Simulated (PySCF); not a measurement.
C6H6, charge +1, quartet, geometry from GFN2-xTB of the parent state (a state made from the parent by changing its charge; the spin is typed, not shown lowest); TPSS/3-21G run with PySCF.

Here is a job for PySCF.
```python
from pyscf import gto, scf, dft

mol = gto.Mole()
mol.atom = '''
    C    -0.765961    1.134576    0.043215
    C    -1.362820   -0.125510   -0.052862
    C    -0.611660   -1.290375    0.001809
    C     0.765961   -1.134576   -0.043215
    C     1.362820    0.125510    0.052862
    C     0.611660    1.290375   -0.001809
    H    -1.380485    2.008172    0.239768
    H    -2.426620   -0.203562   -0.257021
    H    -1.072546   -2.263294   -0.061904
    H     1.380485   -2.008172   -0.239768
    H     2.426620    0.203562    0.257021
    H     1.072546    2.263294    0.061904
'''
mol.basis = '3-21g'
mol.charge = 1
mol.spin = 3
mol.verbose = 4
mol.build()

mf = dft.ROKS(mol)
mf.xc = 'tpss'
mf.kernel()
```

Q: Write the output that PySCF gives for this input, abridged.

A: 
```
PySCF version 2.14.0

[INPUT] verbose = 4
[INPUT] num. atoms = 12
[INPUT] num. electrons = 41
[INPUT] charge = 1
[INPUT] spin (= nelec alpha-beta = 2S) = 3
[INPUT] symmetry False subgroup None
[INPUT] Mole.unit = angstrom
[INPUT] Symbol           X                Y                Z      unit          X                Y                Z       unit  Magmom
[INPUT]  1 C     -0.765961000000   1.134576000000   0.043215000000 AA   -1.447456512098   2.144037907505   0.081664514473 Bohr   0.0
[INPUT]  2 C     -1.362820000000  -0.125510000000  -0.052862000000 AA   -2.575356557080  -0.237179525894  -0.099894702397 Bohr   0.0
[INPUT]  3 C     -0.611660000000  -1.290375000000   0.001809000000 AA   -1.155869881351  -2.438455347986   0.003418514559 Bohr   0.0
[INPUT]  4 C      0.765961000000  -1.134576000000  -0.043215000000 AA    1.447456512098  -2.144037907505  -0.081664514473 Bohr   0.0
[INPUT]  5 C      1.362820000000   0.125510000000   0.052862000000 AA    2.575356557080   0.237179525894   0.099894702397 Bohr   0.0
[INPUT]  6 C      0.611660000000   1.290375000000  -0.001809000000 AA    1.155869881351   2.438455347986  -0.003418514559 Bohr   0.0
[INPUT]  7 H     -1.380485000000   2.008172000000   0.239768000000 AA   -2.608738569070   3.794895091020   0.453095853435 Bohr   0.0
[INPUT]  8 H     -2.426620000000  -0.203562000000  -0.257021000000 AA   -4.585647208392  -0.384676429369  -0.485699298262 Bohr   0.0
[INPUT]  9 H     -1.072546000000  -2.263294000000  -0.061904000000 AA   -2.026818195998  -4.277005799371  -0.116981606015 Bohr   0.0
[INPUT] 10 H      1.380485000000  -2.008172000000  -0.239768000000 AA    2.608738569070  -3.794895091020  -0.453095853435 Bohr   0.0
[INPUT] 11 H      2.426620000000   0.203562000000   0.257021000000 AA    4.585647208392   0.384676429369   0.485699298262 Bohr   0.0
[INPUT] 12 H      1.072546000000   2.263294000000   0.061904000000 AA    2.026818195998   4.277005799371   0.116981606015 Bohr   0.0

nuclear repulsion = 204.190571590152
number of shells = 42
number of NR pGTOs = 108
number of NR cGTOs = 66
basis = 3-21g
ecp = {}

******** <class 'pyscf.dft.roks.ROKS'> ********
method = ROKS
initial guess = minao
damping factor = 0
level_shift factor = 0
DIIS = <class 'pyscf.scf.diis.CDIIS'>
diis_start_cycle = 1
diis_space = 8
diis_damp = 0
SCF conv_tol = 1e-09
SCF conv_tol_grad = None
SCF max_cycles = 50
direct_scf = True
direct_scf_tol = 1e-13
num. doubly occ = 19  num. singly occ = 3
XC library pyscf.dft.libxc version 7.1.2
    S. Lehtola, C. Steigemann, M. J. T. Oliveira, and M. A. L. Marques,  SoftwareX 7, 1–5 (2018)
XC functionals = tpss
    J. Tao, J. P. Perdew, V. N. Staroverov, and G. E. Scuseria,  Phys. Rev. Lett. 91, 146401 (2003)
    J. P. Perdew, J. Tao, V. N. Staroverov, and G. E. Scuseria,  J. Chem. Phys. 120, 6898 (2004)
    J. Tao, J. P. Perdew, V. N. Staroverov, and G. E. Scuseria,  Phys. Rev. Lett. 91, 146401 (2003)
    J. P. Perdew, J. Tao, V. N. Staroverov, and G. E. Scuseria,  J. Chem. Phys. 120, 6898 (2004)
radial grids:
    Treutler-Ahlrichs [JCP 102, 346 (1995); DOI:10.1063/1.469408] (M4) radial grids

becke partition: Becke, JCP 88, 2547 (1988); DOI:10.1063/1.454033
pruning grids: <function nwchem_prune>
grids dens level: 3
symmetrized grids: False
atomic radii adjust function: <function treutler_atomic_radii_adjust>
small_rho_cutoff = 0
Set gradient conv threshold to 3.16228e-05
tot grids = 143560
init E= -231.608588208642
  HOMO = -0.105242711946991  LUMO = -0.10324393022045  gap/eV = 0.05439
cycle= 1 E= -230.502268552391  delta_E= 1.11  |g|= 0.162  |ddm|= 2.84
  HOMO = -0.267067637264935  LUMO = -0.243152322578204  gap/eV = 0.65077
cycle= 2 E= -230.467152830521  delta_E= 0.0351  |g|= 0.38  |ddm|= 1.62

WARN: HOMO -0.256210218287033 >= LUMO -0.257289764583719

cycle= 3 E= -230.50720726154  delta_E= -0.0401  |g|= 0.0977  |ddm|= 1.59
  HOMO = -0.260195414618491  LUMO = -0.255023355233684  gap/eV = 0.14074
cycle= 4 E= -230.49972923873  delta_E= 0.00748  |g|= 0.174  |ddm|= 1.58
  HOMO = -0.25739708805116  LUMO = -0.256303719982804  gap/eV = 0.02975
cycle= 5 E= -230.505778685901  delta_E= -0.00605  |g|= 0.118  |ddm|= 1.58

WARN: HOMO -0.256192463902486 >= LUMO -0.257427439003197

cycle= 6 E= -230.504885105446  delta_E= 0.000894  |g|= 0.116  |ddm|= 1.58
  HOMO = -0.262274011872454  LUMO = -0.252808245450965  gap/eV = 0.25758
cycle= 7 E= -230.496853145339  delta_E= 0.00803  |g|= 0.207  |ddm|= 1.58

WARN: HOMO -0.252015298908512 >= LUMO -0.262993374943253

cycle= 8 E= -230.508724897837  delta_E= -0.0119  |g|= 0.0298  |ddm|= 1.58
  HOMO = -0.263880662239239  LUMO = -0.249324775814514  gap/eV = 0.39609
cycle= 9 E= -230.489602649331  delta_E= 0.0191  |g|= 0.258  |ddm|= 1.58

WARN: HOMO -0.244264383144052 >= LUMO -0.268041281534479

cycle= 10 E= -230.507425773624  delta_E= -0.0178  |g|= 0.0719  |ddm|= 1.58

WARN: HOMO -0.248452588470433 >= LUMO -0.264804537899752

cycle= 11 E= -230.508932295796  delta_E= -0.00151  |g|= 0.0151  |ddm|= 0.0605

WARN: HOMO -0.249320085772416 >= LUMO -0.26408251316624

cycle= 12 E= -230.50899921054  delta_E= -6.69e-05  |g|= 0.00226  |ddm|= 0.0136

WARN: HOMO -0.249405352017726 >= LUMO -0.264004058206567

cycle= 13 E= -230.509000453281  delta_E= -1.24e-06  |g|= 0.000981  |ddm|= 0.00139

WARN: HOMO -0.249415196115196 >= LUMO -0.263996215654859

cycle= 14 E= -230.509000521701  delta_E= -6.84e-08  |g|= 0.000848  |ddm|= 0.000531

WARN: HOMO -0.249410395894007 >= LUMO -0.264007225871141

cycle= 15 E= -230.509000448952  delta_E= 7.27e-08  |g|= 0.000984  |ddm|= 0.00016

WARN: HOMO -0.24947109604406 >= LUMO -0.263949828943477

cycle= 16 E= -230.509000730476  delta_E= -2.82e-07  |g|= 0.000109  |ddm|= 0.00146

WARN: HOMO -0.249474332648888 >= LUMO -0.263943003042408

cycle= 17 E= -230.509000708569  delta_E= 2.19e-08  |g|= 0.000106  |ddm|= 0.00314

WARN: HOMO -0.249472520549132 >= LUMO -0.263950485230388

cycle= 18 E= -230.509000692331  delta_E= 1.62e-08  |g|= 5.56e-05  |ddm|= 0.00385

WARN: HOMO -0.249470599790232 >= LUMO -0.263950454352441

cycle= 19 E= -230.509000681829  delta_E= 1.05e-08  |g|= 1.9e-05  |ddm|= 0.00798

WARN: HOMO -0.249471915500414 >= LUMO -0.263949645336881

cycle= 20 E= -230.509000681209  delta_E= 6.21e-10  |g|= 1.54e-06  |ddm|= 0.00168

WARN: HOMO -0.249471618497707 >= LUMO -0.26394958312331

Extra cycle  E= -230.509000681208  delta_E= 5.68e-13  |g|= 1.62e-06  |ddm|= 1.17e-05
converged SCF energy = -230.509000681208
```
